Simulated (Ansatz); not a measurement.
We consider zinc-blende GaAs, described by r²SCAN in Ansatz (PAW).

The same calculation (at the measured cell, 22.584 Å³/atom) with different numerical settings:

```tsv
run	k mesh	gap on the mesh (eV)	total energy (eV/atom)	rough time
1	4×4×4	1.013	-4327.7986	under 3 core-s
2	6×6×6	1.017	-4327.8692	4 core-s
3	8×8×8	1.018	-4327.8777	4 core-s
4	12×12×12	1.018	-4327.8794	10 core-s
5	16×16×16	1.018	-4327.8795	20 core-s
6	20×20×20	1.018	-4327.8795	40 core-s
```

In the column total energy (eV/atom) the first row differs from the last by +0.0809 and the next to last by 0.0000.

The last row is no converged limit: other settings stay fixed.

Spin–orbit coupling is not included.

Ansatz is a program for electronic structure.
